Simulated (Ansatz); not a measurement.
**Nudged elastic band run: C₂H₃O₂, charge -1**

input.yaml

```yaml
crystal:
  periodic: [false, false, false]
  atoms:
    - { symbol: O, position_ang: [-1.166992, -0.764132, 0.876196] }
    - { symbol: C, position_ang: [-0.061357, -0.104513, 0.822341] }
    - { symbol: C, position_ang: [0.493678, 0.322711, -0.359916] }
    - { symbol: O, position_ang: [-0.225266, -0.006901, -1.52407] }
    - { symbol: H, position_ang: [0.503235, 0.151364, 1.768306] }
    - { symbol: H, position_ang: [1.420612, 0.883968, -0.511857] }
    - { symbol: H, position_ang: [-0.963901, -0.482496, -1.071002] }
total_charge: -1
magnetization:
  spin_polarized: true
basis:
  gaussian: { orbitals: def2-SVP }
hamiltonian:
  xc: r2scan
neb:
  order_check: false
  images: 5
  f_tol: 0.05
  max_iterations: 60
  final_atoms:
    - { symbol: O, position_ang: [-1.20743623, -0.75437129, 0.45778006] }
    - { symbol: C, position_ang: [-0.03639589, -0.09725419, 0.92597224] }
    - { symbol: C, position_ang: [0.88071069, 0.51384862, 0.12884798] }
    - { symbol: O, position_ang: [0.37477329, 0.32942886, -1.25652367] }
    - { symbol: H, position_ang: [0.03733997, -0.14506936, 2.02090496] }
    - { symbol: H, position_ang: [1.04978117, 0.76617419, -1.77729033] }
    - { symbol: H, position_ang: [-1.09876401, -0.61275583, -0.49969324] }
  initial_path:
    images:
      - { positions_ang: [[-1.166992, -0.764132, 0.876196], [-0.061357, -0.104513, 0.822341], [0.493678, 0.322711, -0.359916], [-0.225266, -0.006901, -1.52407], [0.503235, 0.151364, 1.768306], [1.420612, 0.883968, -0.511857], [-0.963901, -0.482496, -1.071002]] }
      - { positions_ang: [[-1.17827912, -0.77186708, 0.88956203], [-0.07388642, -0.11638929, 0.86877356], [0.51893555, 0.33069833, -0.27426664], [-0.14258084, 0.03855701, -1.48424263], [0.46106152, 0.1213741, 1.83233968], [1.31575481, 0.84036063, -0.73453305], [-0.90099651, -0.44273271, -1.09763495]] }
      - { positions_ang: [[-1.18956623, -0.77960215, 0.90292807], [-0.08641584, -0.12826558, 0.91520612], [0.54419311, 0.33868566, -0.18861727], [-0.05989567, 0.08401502, -1.44441526], [0.41888804, 0.09138421, 1.89637335], [1.21089762, 0.79675326, -0.95720911], [-0.83809202, -0.40296942, -1.1242679]] }
      - { positions_ang: [[-1.20085335, -0.78733723, 0.9162941], [-0.09894526, -0.14014187, 0.96163868], [0.56945066, 0.34667299, -0.10296791], [0.02278949, 0.12947303, -1.40458789], [0.37671456, 0.06139431, 1.96040703], [1.10604043, 0.7531459, -1.17988516], [-0.77518753, -0.36320613, -1.15090085]] }
      - { positions_ang: [[-1.20304764, -0.77634858, 0.76345609], [-0.07809547, -0.12584598, 0.94974987], [0.67320401, 0.4023982, -0.02569595], [0.14011742, 0.19612497, -1.35523315], [0.26358969, -0.00742691, 1.980573], [1.08728734, 0.75748866, -1.37902022], [-0.88304635, -0.44638936, -0.93383165]] }
      - { positions_ang: [[-1.20524193, -0.76535993, 0.61061807], [-0.05724568, -0.11155009, 0.93786105], [0.77695735, 0.45812341, 0.05157602], [0.25744535, 0.26277691, -1.30587841], [0.15046483, -0.07624814, 2.00073898], [1.06853426, 0.76183143, -1.57815527], [-0.99090518, -0.5295726, -0.71676244]] }
      - { positions_ang: [[-1.20743623, -0.75437129, 0.45778006], [-0.03639589, -0.09725419, 0.92597224], [0.88071069, 0.51384862, 0.12884798], [0.37477329, 0.32942886, -1.25652367], [0.03733997, -0.14506936, 2.02090496], [1.04978117, 0.76617419, -1.77729033], [-1.09876401, -0.61275583, -0.49969324]] }
```

Command:

```bash
$ ansatz run input.yaml --threads 2 --pin off --max-ram 3072MiB --backend cpu --events-out ev --progress --plain --runs-dir out
```

Output, in part (warnings, iteration lines, the closing report on the highest movable image, with atoms numbered from 0):

```
NEB end point (image 0): max|allowed force component| = 4.376e-3 eV/Å (the criterion of neb.relax_end_points is 1.000e-2)
NEB end point (image 6): max|allowed force component| = 1.970e-2 eV/Å (the criterion of neb.relax_end_points is 1.000e-2)
NEB iter   1: max|band force component| = 4.176e0 eV/Å  barrier→ = 4.7659 eV  barrier← = 2.7917 eV  Δτ_max = 0.2000 Å  (230 SCF iters)
NEB iter   2: max|band force component| = 2.669e0 eV/Å  barrier→ = 3.9278 eV  barrier← = 1.9537 eV  Δτ_max = 0.2000 Å  (195 SCF iters)
NEB iter   3: max|band force component| = 1.373e1 eV/Å  barrier→ = 3.7615 eV  barrier← = 1.7874 eV  Δτ_max = 0.1003 Å  (197 SCF iters)
NEB iter   4: max|band force component| = 3.620e0 eV/Å  barrier→ = 3.1860 eV  barrier← = 1.2118 eV  Δτ_max = 0.2000 Å  (184 SCF iters)
NEB iter   5: max|band force component| = 1.303e1 eV/Å  barrier→ = 4.1787 eV  barrier← = 2.2045 eV  Δτ_max = 0.1002 Å  (191 SCF iters)
NEB iter   6: max|band force component| = 1.138e0 eV/Å  barrier→ = 3.0142 eV  barrier← = 1.0400 eV  Δτ_max = 0.0318 Å  (184 SCF iters)
NEB iter   7: max|band force component| = 8.005e-1 eV/Å  barrier→ = 2.9826 eV  barrier← = 1.0085 eV  Δτ_max = 0.1615 Å  (178 SCF iters)
NEB iter   8: max|band force component| = 1.300e0 eV/Å  barrier→ = 2.9758 eV  barrier← = 1.0016 eV  Δτ_max = 0.0806 Å  (186 SCF iters)
NEB iter   9: max|band force component| = 8.210e-1 eV/Å  barrier→ = 2.9518 eV  barrier← = 0.9777 eV  Δτ_max = 0.0809 Å  (182 SCF iters)
NEB iter  10: max|band force component| = 1.137e0 eV/Å  barrier→ = 2.9358 eV  barrier← = 0.9617 eV  Δτ_max = 0.0404 Å  (181 SCF iters)
NEB iter  11: max|band force component| = 1.119e0 eV/Å  barrier→ = 2.9284 eV  barrier← = 0.9543 eV  Δτ_max = 0.0204 Å  (181 SCF iters)
NEB iter  12: max|band force component| = 4.900e-1 eV/Å  barrier→ = 2.9221 eV  barrier← = 0.9479 eV  CI = image 4  Δτ_max = 0.0404 Å  (183 SCF iters)
NEB iter  13: max|band force component| = 2.624e-1 eV/Å  barrier→ = 2.9340 eV  barrier← = 0.9599 eV  CI = image 4  Δτ_max = 0.0393 Å  (179 SCF iters)
NEB iter  14: max|band force component| = 2.005e-1 eV/Å  barrier→ = 2.9343 eV  barrier← = 0.9601 eV  CI = image 4  Δτ_max = 0.0035 Å  (181 SCF iters)
NEB iter  15: max|band force component| = 6.064e-2 eV/Å  barrier→ = 2.9337 eV  barrier← = 0.9596 eV  CI = image 4  Δτ_max = 0.0017 Å  (163 SCF iters)
NEB iter  16: max|band force component| = 1.621e-2 eV/Å  barrier→ = 2.9337 eV  barrier← = 0.9595 eV  CI = image 4  Δτ_max = 0.0000 Å  (303 SCF iters)
Total energy: -6205.17280175 eV, -228.0358944471 hartree
Atom 0 at    -1.171900    -0.736131     0.502631 Å, force    -0.000105    -0.000331     0.000827 eV/Å
Atom 1 at    -0.000304    -0.071328     0.863239 Å, force    -0.005235    -0.001923    -0.000157 eV/Å
Atom 2 at     0.754266     0.459390    -0.129846 Å, force     0.000294    -0.001709     0.000345 eV/Å
Atom 3 at     0.139922     0.204848    -1.459379 Å, force     0.000763     0.000564     0.000509 eV/Å
Atom 4 at     0.199114    -0.042465     1.940786 Å, force     0.003650     0.002271    -0.000987 eV/Å
Atom 5 at     1.164310     0.789569    -1.235096 Å, force     0.000828     0.001313     0.000300 eV/Å
Atom 6 at    -1.085399    -0.603882    -0.482337 Å, force    -0.000196    -0.000184    -0.000836 eV/Å
Dipole moment:    -0.191167    -0.124947     0.124631 e Å
```

The run converged. Beside the main top the profile has a ripple of under 15 meV (maxima at images 1, 4), which may be a very shallow well or noise. Neighbouring images differ by up to 1.4 eV, so the band resolves the path poorly. A vibrational analysis at the climbing image gives one clearly imaginary mode, 1512i cm⁻¹: a first-order saddle point. The orbitals stay closed-shell, which can raise the energy where a bond breaks towards radicals; this wasn't checked here. Limits of this set-up: an anion without diffuse functions, the dipole of an ion depends on the origin.

Final band (atoms are numbered from 1 in the order of the input):

```tsv
image	path coordinate (Å)	energy (kJ/mol)	C3–H6 (Å)	O4–H7 (Å)	O1–H7 (Å)
0	0.00	0.0	1.09	0.99	1.98
1	0.44	18.3	1.10	1.11	1.44
2	0.88	17.4	1.11	1.64	1.02
3	1.32	144.2	1.10	1.59	1.03
4	1.76	283.1	1.22	1.76	1.00
5	2.14	226.6	1.58	1.89	0.98
6	2.52	190.5	1.93	1.91	0.97
```

The run took 3.5 min on 2 threads of Arm Neoverse V1, with other jobs on the host, peak memory 0.17 GiB.
